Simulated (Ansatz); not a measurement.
Lattice constant a (Å) of 24 elemental metals, computed with HSE06 (Ansatz, a quantum-chemistry and plane-wave program, plane waves, PAW) and with PBE0 (PAW; Ansatz). The set holds measured phases with no doubt noted on the run or the magnetic state but for the caveats below. 19 more of the class have both values but aren't in it, for one of these reasons: built or high-temperature cells, doubts on the run or the magnetic state, unlike cells, values of zero, layered or molecular crystals, cells that aren't cubic. Solids without a value at one level (not run, failed, or a magnetic order lost), or held back for tests, aren't counted.

All rows, in order of the shift (worked out from unrounded values):

```csv
solid,HSE06,PBE0,shift (%)
fcc Ca,5.591,5.581,-0.18
fcc Al,4.019,4.013,-0.15
fcc Ag,4.140,4.137,-0.07
fcc Cu,3.633,3.631,-0.06
bcc Fe,2.912,2.910,-0.06
bcc V,2.962,2.962,-0.02
fcc Ni,3.511,3.511,+0.02
fcc Pt,3.926,3.927,+0.02
bcc Na,4.225,4.226,+0.02
fcc Sr,6.119,6.120,+0.02
fcc Ir,3.825,3.826,+0.02
fcc Pb,4.998,4.999,+0.03
bcc Li,3.463,3.464,+0.04
bcc Mo,3.136,3.138,+0.05
fcc Rh,3.779,3.781,+0.05
bcc W,3.163,3.165,+0.05
fcc Pd,3.909,3.911,+0.05
fcc Au,4.126,4.129,+0.06
bcc K,5.331,5.336,+0.10
bcc Rb,5.728,5.734,+0.11
bcc Ta,3.306,3.310,+0.13
bcc Nb,3.296,3.301,+0.14
bcc Ba,5.123,5.137,+0.27
bcc Cs,6.247,6.270,+0.38
```

The shift from HSE06 to PBE0 has a median of +0.03 %, and eight in ten lie between -0.07 % and +0.14 %; PBE0 is the larger in 18 of 24.

Ansatz's runs of these crystals have no spin polarisation, but for bcc Fe, fcc Ni. Meta-GGA and hybrid levels favour moments, which can bear on fcc Pd, bcc Fe, bcc V, fcc Pt, fcc Rh, fcc Ni.

Density-functional runs with spin start from parallel moments for bcc Fe, parallel moments for fcc Ni.

Spin–orbit coupling is left out, also for the solids with elements from indium on (bcc Ta, fcc Pt, bcc Ba, bcc W, fcc Ir, bcc Cs, fcc Pb, fcc Au); its size isn't shown.

Ansatz's density-functional and Hartree–Fock values are scalar-relativistic unless marked +SOC, with PAW data made under PBE.
